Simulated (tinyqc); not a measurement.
RHF in the sto-6g basis, for H2F+, spin multiplicity 1, step by step. One step of it, computed by the program tinyqc.

Task: Iteration 1: building the Fock matrix. J_ij = sum D_kl (ij|kl), K_ij = sum D_kl (ik|jl); F = H + J - 0.5 K; E = tr D H + tr D J / 2 - 0.25 tr D K + E_nn.

D at the start:
```
            1F 1s      1F 2s    1F 2px     1F 2py     1F 2pz      2H 1s      3H 1s
1F 1s    1.950303  -0.446274  0.000000   0.000000   0.009771  -0.009471  -0.009471
1F 2s   -0.446274   1.925071  0.000000   0.000000  -0.059196   0.035340   0.035340
1F 2px   0.000000   0.000000  1.484068   0.000000   0.000000   0.000000   0.000000
1F 2py   0.000000   0.000000  0.000000   1.337117   0.000000   0.149878  -0.149878
1F 2pz   0.009771  -0.059196  0.000000   0.000000   1.440167   0.070914   0.070914
2H 1s   -0.009471   0.035340  0.000000   0.149878   0.070914   0.916205   0.038470
3H 1s   -0.009471   0.035340  0.000000  -0.149878   0.070914   0.038470   0.916205
```

core Hamiltonian H = T + V (hartree):
```
             1F 1s       1F 2s     1F 2px     1F 2py     1F 2pz      2H 1s      3H 1s
1F 1s   -41.373494   -9.229629   0.000000   0.000000  -0.010863  -1.278904  -1.278904
1F 2s    -9.229629  -11.340087   0.000000   0.000000  -0.126956  -2.974641  -2.974641
1F 2px    0.000000    0.000000  -9.123228   0.000000   0.000000   0.000000   0.000000
1F 2py    0.000000    0.000000   0.000000  -9.229037   0.000000  -1.765570   1.765570
1F 2pz   -0.010863   -0.126956   0.000000   0.000000  -9.159393  -1.061084  -1.061084
2H 1s    -1.278904   -2.974641   0.000000  -1.765570  -1.061084  -4.932311  -0.898718
3H 1s    -1.278904   -2.974641   0.000000   1.765570  -1.061084  -0.898718  -4.932311
```

Two-electron integrals (ij|kl) in chemists' order, unique and non-zero (hartree):
```
(11|11) 5.406240    (21|11) 0.768129    (21|21) 0.138909    (22|11) 1.266271
(22|21) 0.283987    (22|22) 0.926367    (31|31) 0.029452    (32|31) 0.044681
(32|32) 0.204753    (33|11) 1.266273    (33|21) 0.283987    (33|22) 0.926366
(33|33) 0.998085    (41|41) 0.029452    (42|41) 0.044681    (42|42) 0.204753
(43|43) 0.053789    (44|11) 1.266273    (44|21) 0.283987    (44|22) 0.926366
(44|33) 0.890506    (44|44) 0.998085    (51|51) 0.029452    (52|51) 0.044681
(52|52) 0.204753    (53|53) 0.053789    (54|54) 0.053789    (55|11) 1.266273
(55|21) 0.283987    (55|22) 0.926366    (55|33) 0.890506    (55|44) 0.890506
(55|55) 0.998085    (61|11) 0.112636    (61|21) 0.019533    (61|22) 0.039087
(61|33) 0.039021    (61|41) 0.000734    (61|42) 0.001438    (61|44) 0.039168
(61|51) 0.000429    (61|52) 0.000841    (61|54) 0.000086    (61|55) 0.039071
(61|61) 0.002792    (62|11) 0.292988    (62|21) 0.066733    (62|22) 0.243836
(62|33) 0.240352    (62|41) 0.004187    (62|42) 0.031934    (62|44) 0.248141
(62|51) 0.002448    (62|52) 0.018670    (62|54) 0.004553    (62|55) 0.243014
(62|61) 0.009393    (62|62) 0.080460    (63|31) 0.007306    (63|32) 0.042197
(63|43) 0.006628    (63|53) 0.003875    (63|63) 0.011621    (64|11) 0.175384
(64|21) 0.040500    (64|22) 0.158170    (64|33) 0.151563    (64|41) 0.009495
(64|42) 0.061548    (64|44) 0.169711    (64|51) 0.001280    (64|52) 0.011313
(64|54) 0.006735    (64|55) 0.153235    (64|61) 0.005940    (64|62) 0.064062
(64|64) 0.062183    (65|11) 0.102535    (65|21) 0.023678    (65|22) 0.092471
(65|33) 0.088608    (65|41) 0.001280    (65|42) 0.011313    (65|44) 0.091469
(65|51) 0.008054    (65|52) 0.048811    (65|54) 0.008300    (65|55) 0.097336
(65|61) 0.003472    (65|62) 0.037452    (65|64) 0.029560    (65|65) 0.028902
(66|11) 0.464910    (66|21) 0.107880    (66|22) 0.453904    (66|33) 0.439179
(66|41) 0.008196    (66|42) 0.087931    (66|44) 0.472100    (66|51) 0.004792
(66|52) 0.051407    (66|54) 0.019247    (66|55) 0.450431    (66|61) 0.015282
(66|62) 0.197038    (66|64) 0.181780    (66|65) 0.106274    (66|66) 0.774999
(71|11) 0.112636    (71|21) 0.019533    (71|22) 0.039087    (71|33) 0.039021
(71|41) -0.000734   (71|42) -0.001438   (71|44) 0.039168    (71|51) 0.000429
(71|52) 0.000841    (71|54) -0.000086   (71|55) 0.039071    (71|61) 0.002753
(71|62) 0.009090    (71|64) 0.005281    (71|65) 0.003363    (71|66) 0.014656
(71|71) 0.002792    (72|11) 0.292988    (72|21) 0.066733    (72|22) 0.243836
(72|33) 0.240352    (72|41) -0.004187   (72|42) -0.031934   (72|44) 0.248141
(72|51) 0.002448    (72|52) 0.018670    (72|54) -0.004553   (72|55) 0.243014
(72|61) 0.009090    (72|62) 0.063999    (72|64) 0.035390    (72|65) 0.028864
(72|66) 0.125138    (72|71) 0.009393    (72|72) 0.080460    (73|31) 0.007306
(73|32) 0.042197    (73|43) -0.006628   (73|53) 0.003875    (73|63) 0.008894
(73|73) 0.011621    (74|11) -0.175384   (74|21) -0.040500   (74|22) -0.158170
(74|33) -0.151563   (74|41) 0.009495    (74|42) 0.061548    (74|44) -0.169711
(74|51) -0.001280   (74|52) -0.011313   (74|54) 0.006735    (74|55) -0.153235
(74|61) -0.005281   (74|62) -0.035390   (74|64) -0.011180   (74|65) -0.015663
(74|66) -0.064039   (74|71) -0.005940   (74|72) -0.064062   (74|74) 0.062183
(75|11) 0.102535    (75|21) 0.023678    (75|22) 0.092471    (75|33) 0.088608
(75|41) -0.001280   (75|42) -0.011313   (75|44) 0.091469    (75|51) 0.008054
(75|52) 0.048811    (75|54) -0.008300   (75|55) 0.097336    (75|61) 0.003363
(75|62) 0.028864    (75|64) 0.015663    (75|65) 0.021718    (75|66) 0.061891
(75|71) 0.003472    (75|72) 0.037452    (75|74) -0.029560   (75|75) 0.028902
(76|11) 0.081734    (76|21) 0.018817    (76|22) 0.074892    (76|33) 0.073630
(76|44) 0.075127    (76|51) 0.001112    (76|52) 0.010236    (76|55) 0.075918
(76|61) 0.002615    (76|62) 0.024473    (76|64) 0.017114    (76|65) 0.013039
(76|66) 0.063996    (76|71) 0.002615    (76|72) 0.024473    (76|74) -0.017114
(76|75) 0.013039    (76|76) 0.009386    (77|11) 0.464910    (77|21) 0.107880
(77|22) 0.453904    (77|33) 0.439179    (77|41) -0.008196   (77|42) -0.087931
(77|44) 0.472100    (77|51) 0.004792    (77|52) 0.051407    (77|54) -0.019247
(77|55) 0.450431    (77|61) 0.014656    (77|62) 0.125138    (77|64) 0.064039
(77|65) 0.061891    (77|66) 0.273506    (77|71) 0.015282    (77|72) 0.197038
(77|74) -0.181780   (77|75) 0.106274    (77|76) 0.063996    (77|77) 0.774999
```

nuclear repulsion = 8.81370424 hartree

Give: Coulomb J; exchange K; Fock matrix F; total energy of this density.

Result:

Coulomb J (hartree):
```
          1F 1s   1F 2s  1F 2px   1F 2py  1F 2pz   2H 1s    3H 1s
1F 1s   18.7215  3.3698  0.0000   0.0000  0.0075  0.4771   0.4771
1F 2s    3.3698  8.9386  0.0000   0.0000  0.0949  2.3637   2.3637
1F 2px   0.0000  0.0000  8.9128   0.0000  0.0000  0.0000   0.0000
1F 2py   0.0000  0.0000  0.0000   8.9702  0.0000  1.5434  -1.5434
1F 2pz   0.0075  0.0949  0.0000   0.0000  8.9327  0.9256   0.9256
2H 1s    0.4771  2.3637  0.0000   1.5434  0.9256  4.6953   0.7400
3H 1s    0.4771  2.3637  0.0000  -1.5434  0.9256  0.7400   4.6953
```

exchange K (hartree):
```
          1F 1s   1F 2s  1F 2px   1F 2py  1F 2pz   2H 1s    3H 1s
1F 1s   10.2555  1.6297  0.0000   0.0000  0.0067  0.2625   0.2625
1F 2s    1.6297  2.8820  0.0000   0.0000  0.0606  0.9268   0.9268
1F 2px   0.0000  0.0000  2.0751   0.0000  0.0000  0.0000   0.0000
1F 2py   0.0000  0.0000  0.0000   2.1287  0.0000  0.5341  -0.5341
1F 2pz   0.0067  0.0606  0.0000   0.0000  2.0947  0.3359   0.3359
2H 1s    0.2625  0.9268  0.0000   0.5341  0.3359  1.0948   0.2816
3H 1s    0.2625  0.9268  0.0000  -0.5341  0.3359  0.2816   1.0948
```

Fock matrix F (hartree):
```
           1F 1s    1F 2s   1F 2px   1F 2py   1F 2pz    2H 1s    3H 1s
1F 1s   -27.7798  -6.6747   0.0000   0.0000  -0.0067  -0.9330  -0.9330
1F 2s    -6.6747  -3.8425   0.0000   0.0000  -0.0624  -1.0743  -1.0743
1F 2px    0.0000   0.0000  -1.2480   0.0000   0.0000   0.0000   0.0000
1F 2py    0.0000   0.0000   0.0000  -1.3231   0.0000  -0.4893   0.4893
1F 2pz   -0.0067  -0.0624   0.0000   0.0000  -1.2740  -0.3035  -0.3035
2H 1s    -0.9330  -1.0743   0.0000  -0.4893  -0.3035  -0.7844  -0.2996
3H 1s    -0.9330  -1.0743   0.0000   0.4893  -0.3035  -0.2996  -0.7844
```

total energy of this density = -94.787273 hartree

This density is the starting one; it is not idempotent, so its energy is not variational and may lie below the converged one.
